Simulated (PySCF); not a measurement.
Geometry:
| atom | x (Å) | y (Å) | z (Å) |
| --- | --- | --- | --- |
| C1 | 1.860 | 1.583 | 0.785 |
| C2 | 0.885 | 0.735 | 0.661 |
| C3 | -0.096 | -0.120 | 0.532 |
| C4 | -0.652 | -0.532 | -0.746 |
| C5 | -1.648 | -1.406 | -0.874 |
| H6 | 2.895 | 1.255 | 0.799 |
| H7 | 1.672 | 2.648 | 0.881 |
| H8 | -0.530 | -0.553 | 1.432 |
| H9 | -0.209 | -0.082 | -1.630 |
| H10 | -2.110 | -1.870 | -0.008 |
| H11 | -2.031 | -1.685 | -1.848 |

All values are calculated (PySCF 2.14): structure optimised with PBE0-D3(BJ)/def2-TZVP, B3LYP/pcJ-2 coupling constants (without the spin–dipole term), shielding tensors at B97-2/pcSseg-2 (GIAO). No solvent model, no relativistic terms, one conformer, fast rotation and ring inversion assumed for equivalent nuclei.

List the cross peaks expected in HSQC, COSY and HMBC spectra.

## Answers



HSQC (one-bond C–H):
```tsv
δH	δC	$^{1}J$(C,H) (Hz)
6.57 (H9)	142.7 (C4)	164
6.20 (H8)	100.5 (C3)	168
5.40 (H10)	121.5 (C5)	163
5.18 (H11)	121.5 (C5)	168
5.12 (H6/H7)	79.0 (C1)	178
```

COSY cross peaks (|J| ≥ 2 Hz):
```tsv
δH	δH	abs. J (Hz)	bonds
6.57 (H9)	6.20 (H8)	11.9	3
6.57 (H9)	5.40 (H10)	18.4	3
6.57 (H9)	5.18 (H11)	12.0	3
6.20 (H8)	5.12 (H6/H7)	8.3	4
5.40 (H10)	5.18 (H11)	2.0	2
```

HMBC (two and three bonds, |J| ≥ 2.5 Hz):
```tsv
δH	δC [abs. J in Hz]
6.57 (H9)	228.5 (C2) [4.4], 100.5 (C3) [5.3]
6.20 (H8)	121.5 (C5) [6.0], 79.0 (C1) [7.1]
5.40 (H10)	100.5 (C3) [10.8]
5.18 (H11)	100.5 (C3) [16.0]
5.12 (H6/H7)	228.5 (C2) [4.2], 100.5 (C3) [8.6]
```

Chemical shifts δ = σref − σ; $^{1}$H and $^{13}$C against TMS, all at this level.

Short H···H contacts in this conformer between protons four or more bonds apart (candidates for NOE cross peaks, intensity ∝ r⁻⁶): H8···H10 2.51 Å.

Shifts are as computed. Against solution values, carbons near 30 ppm lie about +3 ppm off and those near 130 ppm about +7 ppm. Of 1309 compounds with measured shifts, 239 miss one by over three times the rms of a fit or turn the order of signals round; such compounds aren't used in these exercises.
